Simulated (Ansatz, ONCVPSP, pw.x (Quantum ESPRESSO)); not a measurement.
**W (Z = 74): one change to the ONCV potential, in the atom and in the bcc crystal**

```json
{"Element": "W", "Generator": "ONCVPSP 4.0.1.1 (patched build)", "Type": "optimised norm-conserving Vanderbilt (ONCV)", "Functional": "PBE", "Relativity": "scalar-relativistic", "Frozen core": "[Xe] 4f14", "Valence charge": "6", "Reference configuration": "5d4 6s1.5 6p0.5", "Partial waves": "6s: rc 2.40 bohr, ncon 3, nbas 8, qcut 2.3 1/bohr, 2 projectors, debl 3.7 Ha; 6p: rc 3.90 bohr, ncon 4, nbas 7, qcut 2.3 1/bohr, 2 projectors, debl 3.6 Ha; 5d: rc 2.80 bohr, ncon 3, nbas 8, qcut 6 1/bohr, 3 projectors, debl 1 Ha", "Local potential": "polynomial inside 1.70 bohr (lpopt 5, dvloc0 0 Ha)", "Core correction": "Teter function fitted to the true core (icmod 2), fcfact 0.35"}
```

Change: local potential polynomial inside 1.70 bohr (lpopt 5, dvloc0 4 Ha).

Cutoffs, loose and tight: the cutoffs (Ha) at which the residual kinetic energy of the hardest occupied pseudo-wave falls to 1 and 0.1 mHa per electron. They do not see the model core or the augmentation charge, which bear on the density cutoff. Test errors are all-electron minus pseudo excitation energies from the reference, over the configurations 5d4 6s2 6p0; 5d4 6s1 6p0; 5d4 6s0 6p0; 5d2 6s0 6p0; variants that change the core or the reference have their own tests.

Crystal test: bcc W in pw.x 7.5, no spin, 14³ k-points, Fermi–Dirac smearing 0.01 Ry, cutoffs set for each file from its atomic test. The reference is all-electron LAPW (Ansatz 0.2.0) with the same functional, mesh and smearing; V0 and B0 come from Birch–Murnaghan fits to the pressures at five volumes. Errors are pseudo minus all-electron; Δ is the rms difference of the E(V) curves that follow from these fits, minima aligned, over ±6 % about the mean V0. Mesh and smearing are coarse, so the numbers serve the comparison and aren't converged zero-temperature values; the lattice is a test structure that the element need not adopt.

All-electron: a0 = 3.184 Å (V0 = 16.15 Å³/atom), B0 = 300.6 GPa.

Question: Does the change bring the crystal closer to the all-electron result?

Answer: The mean pressure error goes from -1.58 to -3.07 GPa, so the change moves the solid further from the all-electron pressures.

| quantity | base | changed |
| --- | --- | --- |
| outcome (atom) | generated | generated |
| cutoff, loose (atom) | 11 Ha | 11 Ha |
| cutoff, tight (atom) | 29 Ha | 29 Ha |
| bound ghosts (atom) | none | none |
| largest test error (meV) (atom) | 3 of 4 tests not solved or not reliable | -17 over the solved tests; 1 of 4 tests not solved or not reliable |
| cutoffs in pw.x (Ry) | 70/280 | 70/280 |
| a0 (Å) | 3.179 | 3.172 |
| a0 error (%) | -0.17 | -0.38 |
| B0 error (%) | -12.5 | -15.4 |
| Δ (meV/atom) | 6.5 | 12.4 |
| mean pressure error (GPa) | -1.58 | -3.07 |

Base: The largest radius (3.90 bohr) exceeds half the bond length (2.60 bohr), so the spheres overlap, which is one possible source of error among others. This is a poor potential for the solid. The generator flags a localised state at positive energy (s at 17 eV). Atomic configuration tests: 3 of 4 tests not solved or not reliable. The cutoffs count occupied waves only; projector 2 of the s channel, the hardest unoccupied one, needs 43 Ha at the loose tolerance. Changed file: The largest radius (3.90 bohr) exceeds half the bond length (2.60 bohr), so the spheres overlap, which is one possible source of error among others. This is a poor potential for the solid. Atomic configuration tests: 1 of 4 tests not solved or not reliable. The cutoffs count occupied waves only; projector 2 of the s channel, the hardest unoccupied one, needs 43 Ha at the loose tolerance.
